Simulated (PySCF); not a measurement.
Compound: C2H7O2P.
SMILES with atom numbers: `[CH3:1][P:2]([CH3:3])(=[O:4])[OH:5]` (hydrogens: H6, H7, H8 on C1; H9, H10, H11 on C3; H12 on O5)

Computed by this run: PBE0-D3(BJ)/def2-SVP geometry optimisation, gas phase (PySCF); density fitting, grid level 1; the optimiser is geomeTRIC in internal coordinates, started from a GFN2-xTB structure with every atom displaced at random (about 0.01 Å).

Step 5: E = -15554.7036 eV
```
atom  x, y, z in Å  |  force x, y, z in eV/Å
C1      0.6872   -0.1881   -1.3601   -0.017  -0.018  -0.002
P2      0.3911    0.2065    0.3793    0.011  -0.021   0.012
C3     -1.0910   -0.6964    0.8699   -0.005   0.008   0.026
O4      1.5805    0.0290    1.2579    0.001   0.007  -0.009
O5     -0.1724    1.7421    0.3417   -0.001   0.017  -0.027
H6     -0.1925    0.0365   -1.9797    0.001   0.007   0.001
H7      1.5421    0.4081   -1.7098    0.003   0.002   0.006
H8      0.9448   -1.2535   -1.4516    0.001   0.011  -0.008
H9     -1.3208   -0.4209    1.9092   -0.004  -0.005  -0.004
H10    -1.9482   -0.4449    0.2293    0.012   0.000  -0.004
H11    -0.8933   -1.7766    0.8262   -0.004  -0.002  -0.012
H12     0.5126    2.3343    0.6784    0.003  -0.006   0.021
```

Step 6: E = -15554.7043 eV
```
atom  x, y, z in Å  |  force x, y, z in eV/Å
C1      0.6873   -0.1894   -1.3633   -0.008  -0.064   0.000
P2      0.3904    0.2085    0.3744    0.048  -0.022   0.055
C3     -1.0907   -0.6948    0.8687    0.001   0.016   0.029
O4      1.5771    0.0322    1.2583   -0.031   0.013  -0.043
O5     -0.1677    1.7457    0.3302   -0.016   0.015  -0.032
H6     -0.1912    0.0355   -1.9842    0.001   0.016  -0.002
H7      1.5454    0.4024   -1.7123    0.001   0.007   0.002
H8      0.9407   -1.2569   -1.4514   -0.002   0.036  -0.007
H9     -1.3143   -0.4184    1.9092   -0.015  -0.002  -0.012
H10    -1.9512   -0.4456    0.2309    0.024  -0.008   0.009
H11    -0.8897   -1.7747    0.8281   -0.012  -0.003  -0.021
H12     0.5040    2.3317    0.7022    0.010  -0.004   0.023
```

Step 7: E = -15554.7058 eV
```
atom  x, y, z in Å  |  force x, y, z in eV/Å
C1      0.6871   -0.1939   -1.3687    0.004  -0.104   0.003
P2      0.3908    0.2120    0.3659    0.081  -0.016   0.093
C3     -1.0887   -0.6911    0.8678    0.014   0.017   0.026
O4      1.5739    0.0410    1.2571   -0.064   0.015  -0.074
O5     -0.1564    1.7527    0.3046   -0.021   0.010  -0.037
H6     -0.1892    0.0341   -1.9913    0.001   0.023  -0.005
H7      1.5504    0.3909   -1.7163   -0.005   0.012  -0.004
H8      0.9329   -1.2642   -1.4530   -0.006   0.056  -0.003
H9     -1.3051   -0.4136    1.9097   -0.027   0.003  -0.017
H10    -1.9527   -0.4448    0.2331    0.030  -0.013   0.022
H11    -0.8848   -1.7707    0.8305   -0.021  -0.003  -0.026
H12     0.4818    2.3238    0.7512    0.013  -0.001   0.022
```

Step 8: E = -15554.7070 eV
```
atom  x, y, z in Å  |  force x, y, z in eV/Å
C1      0.6868   -0.2032   -1.3764    0.012  -0.101   0.000
P2      0.3957    0.2169    0.3536    0.095   0.001   0.097
C3     -1.0829   -0.6836    0.8683    0.027   0.016   0.017
O4      1.5737    0.0545    1.2536   -0.075   0.004  -0.081
O5     -0.1309    1.7638    0.2607   -0.026  -0.020  -0.006
H6     -0.1860    0.0351   -2.0001    0.002   0.022  -0.009
H7      1.5577    0.3711   -1.7223   -0.008   0.012  -0.014
H8      0.9186   -1.2766   -1.4574   -0.008   0.054   0.001
H9     -1.2932   -0.4056    1.9113   -0.030   0.009  -0.017
H10    -1.9498   -0.4390    0.2371    0.023  -0.010   0.023
H11    -0.8801   -1.7638    0.8324   -0.021   0.001  -0.022
H12     0.4302    2.3065    0.8298    0.008   0.010   0.013
```

**Question.** Estimate the geometry and energy of step 9. (The exact step hangs on the optimiser's Hessian estimate; all steps are aligned on step 8, rigid shifts and turns removed.)

**Answer.** E = -15554.7074 eV, largest force 0.077 eV/Å
```
atom  x, y, z in Å  |  force x, y, z in eV/Å
C1      0.6870   -0.2085   -1.3792    0.010  -0.043   0.003
P2      0.4010    0.2177    0.3505    0.053   0.011   0.055
C3     -1.0784   -0.6793    0.8697    0.018   0.001   0.005
O4      1.5782    0.0582    1.2506   -0.038  -0.005  -0.051
O5     -0.1215    1.7656    0.2475   -0.016  -0.021   0.005
H6     -0.1848    0.0353   -2.0023    0.000   0.013  -0.004
H7      1.5592    0.3629   -1.7269   -0.005   0.006  -0.011
H8      0.9137   -1.2820   -1.4600   -0.005   0.027   0.004
H9     -1.2919   -0.4004    1.9116   -0.016   0.008  -0.010
H10    -1.9433   -0.4324    0.2373    0.011  -0.004   0.012
H11    -0.8809   -1.7603    0.8322   -0.013   0.000  -0.009
H12     0.4018    2.2993    0.8598    0.004   0.008  -0.001
```

The energy changes by -0.0004 eV. The first-order estimate −F·Δx gives -0.0006 eV and the mean of the old and new forces, exact on a quadratic surface, -0.0002 eV. The step makes an angle of 87° with the force vector and moves no atom by more than 0.042 Å.

The cost below is that of the whole optimisation. Hardware: an Arm Neoverse V2 with one thread, no GPU, on a shared host. Cost: 57 s, 0.46 GiB resident at most.
